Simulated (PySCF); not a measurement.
Na2.

```xyz
2

Na     0.0000     0.0000    -1.5471
Na     0.0000     0.0000     1.5471
```
Charge 0, spin multiplicity 1.

The structure is a stationary point at PBE-D3(BJ)/def2-TZVPD.

The numbers are results of PBE0/pcSseg-2 (PySCF), not measurements. Non-relativistic, no solvent.

Question: Give the absolute GIAO shielding of each atom: isotropic value and principal components (ppm). (The exact figures need the calculation; the answer reports its results.)

Answer: 
| atom | σ(iso) | σ11 | σ22 | σ33 | span |
|---|---|---|---|---|---|
| Na1 | 607.5 | 595.6 | 595.6 | 631.2 | 35.5 |
| Na2 | 607.5 | 595.6 | 595.6 | 631.2 | 35.5 |
